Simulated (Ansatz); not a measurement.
# SiH₄S₂: a ladder of functionals and wavefunction methods

An exercise on one series of results from a longer session: the logs are not shown, and one member is left open.

The runs use Ansatz 0.2.0, Gaussian basis; functionals in def2-TZVPP, the program's frozen cores in correlated methods.

Levels to be run: LDA (SPW92), PBE-D4, revPBE-D4, BLYP-D4, r2SCAN-D4, B97M-V, PBE0-D4, B3LYP-D4, r2SCANh-D4, r2SCAN0-D4, HSE06-D4, BHLYP-D4, CAM-B3LYP-D4, LC-ωPBE, ωB97X-V, ωB97M-V, B2PLYP, PBE-QIDH; CCSD(T)/def2-SVP; CCSD(T)/def2-TZVPP; MP2/def2-QZVPP; extrapolation to the limit; RPA on PBE.

**The geometry**

An earlier PBE0-D4 in a triple-zeta def2 set relaxation fixed the geometry.

7 atoms, charge 0, spin multiplicity 1.

Atoms are counted from 1 here; the program's logs count them from 0.

Bond lengths: S1–Si2 2.137 Å, S1–H4 1.345 Å, Si2–S3 2.126 Å, Si2–H5 1.484 Å, Si2–H6 1.482 Å, S3–H7 1.344 Å. Angles: Si2–S1–H4 93.8°, S1–Si2–S3 108.8°, S1–Si2–H5 108.3°, S1–Si2–H6 113.2°, S3–Si2–H5 113.0°, S3–Si2–H6 104.0°, H5–Si2–H6 109.7°, Si2–S3–H7 94.4°.

Coordinates:

```xyz
7
charge 0, multiplicity 1
S    -1.4409   -0.9401   -0.5449
Si    0.0003    0.4229    0.2490
S     1.5608   -0.6887    1.1714
H    -1.8986   -0.0656   -1.4582
H     0.4813    1.2874   -0.8570
H    -0.5355    1.2646    1.3454
H     1.8938   -1.3485    0.0484
```

Set-up of the first run:

in.yaml reads:

```yaml
crystal:
  periodic: [false, false, false]
  atoms:
    - {symbol: S, position_ang: [-1.440883, -0.940065, -0.544925]}
    - {symbol: Si, position_ang: [0.000305, 0.422915, 0.249023]}
    - {symbol: S, position_ang: [1.560783, -0.688707, 1.171448]}
    - {symbol: H, position_ang: [-1.898587, -0.065625, -1.458219]}
    - {symbol: H, position_ang: [0.481349, 1.287367, -0.856997]}
    - {symbol: H, position_ang: [-0.535522, 1.264573, 1.345443]}
    - {symbol: H, position_ang: [1.893755, -1.348458, 0.048428]}
basis:
  gaussian: {orbitals: def2-TZVPP}
hamiltonian: {xc: lda}
output: {orbitals: {seedname: orbitals}}
```

Among the steps run: LDA; PBE-D4 (GGA); revPBE-D4 (GGA); BLYP-D4 (GGA); r2SCAN-D4 (meta-GGA); B97M-V (meta-GGA); PBE0-D4 (hybrid); B3LYP-D4 (hybrid); r2SCANh-D4 (hybrid); r2SCAN0-D4 (hybrid); HSE06-D4 (hybrid); BHLYP-D4 (hybrid); CAM-B3LYP-D4 (range-separated); LC-ωPBE-D4 (range-separated; the results give it without D4); ωB97X-V (range-separated); ωB97M-V (range-separated); B2PLYP (double hybrid); PBE-QIDH (double hybrid).

One table of the session follows, with a row left open; its other results are not shown here.

It belongs to the step «Frontier levels by functional». 

```
  functional  HOMO (eV)  gap (eV)
 LDA (SPW92)      -6.41      5.31
      PBE-D4      -6.31      5.39
   revPBE-D4      -6.27      5.43
     BLYP-D4      -6.15      5.32
   r2SCAN-D4      -6.60      6.02
      B97M-V      -6.70      5.95
     PBE0-D4      -7.53      7.53
    B3LYP-D4      -7.28      7.02
  r2SCANh-D4      -7.05      6.78
  r2SCAN0-D4      -7.72      7.92
    HSE06-D4      -7.13      6.75
    BHLYP-D4      -8.60      9.51
CAM-B3LYP-D4      -8.84      9.87
     LC-ωPBE     -10.24     12.48
     ωB97X-V          ?         ?
     ωB97M-V      -9.70     11.53
```

Estimate the missing values for ωB97X-V.

**Answer.** HOMO (eV): -9.88; gap (eV): 11.97. In the column «HOMO (eV)» it lies between LC-ωPBE (-10.24) and ωB97M-V (-9.70).
